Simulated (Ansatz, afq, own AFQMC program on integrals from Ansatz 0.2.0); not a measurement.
# PN, singlet: AFQMC among the cluster methods

```csv
atom,x (Å),y (Å),z (Å)
N,0.0000,0.0000,0.0000
P,0.0000,0.0000,1.5930
```

Basis 6-31G. Noble-gas cores (and the filled d shells of Ga–Kr and In–Xe) are frozen. Integrals, coupled cluster, full CI and functionals: Ansatz 0.2.0; the random walks run on the same integrals in our own AFQMC program. ph-AFQMC/CISD is guided by a CISD state made of CCSD amplitudes; releasing the constraint for a short imaginary time cuts its bias at the price of noise, slowly where states lie close. ± is one standard error of the sampling.

Determinant: RHF, the one that the program's search chose, which needn't be the lowest solution. The geometry is a point of a scan.

Full CI on the same integrals is exact in this basis and with this determinant's frozen core.

Cautions: restricted determinant unstable towards unrestricted (UHF 1.08 eV lower, ⟨S²⟩ 1.17); (Q) is large, 108 meV, so the cluster series hasn't closed; CCSD(T) is in doubt: in a space of 8 electrons in 8 natural orbitals full CI lies 119 meV below it; the released energies are still falling, so no released level is given (meV from the phaseless value at times in 1/Eh: -15 ± 5 at 0.24, -19 ± 4 at 0.51, -32 ± 3 at 0.99, -35.4 ± 2.1 at 1.62, -41.3 ± 2.1 at 2.40), though the last usable value meets full CI within the noise.

The T1 diagnostic is 0.0173, the weight of the determinant in the CISD state is 0.863 and the size of the correlated space is 10 electrons in 16 orbitals.

Reference: full CI, correlation energy -6.251 eV.

| level | E − E(reference) (meV) | share of correlation (%) |
| --- | --- | --- |
| HF | 6250.6 | 0.00 |
| MP2 | -328.5 | 105.26 |
| CCSD | 359.8 | 94.24 |
| CCSD(T) | 84.2 | 98.65 |
| CCSDT | 97.8 | 98.44 |
| CCSDT(Q) | -10.2 | 100.16 |
| CCSDTQ | 15.6 | 99.75 |
| ph-AFQMC/HF | 167.8 ± 42.0 | 97.32 |
| ph-AFQMC/CISD | 43.5 ± 4.9 | 99.30 |

CCSDT and higher add their correlation energy to the determinant of the CCSD(T) run, since their own runs factorise the integrals more tightly (a shift of under 2 meV). A walk keeps the symmetry of its determinant, which the program's search chose and which needn't be the lowest solution, so a lower state of the same spin and another symmetry isn't excluded.
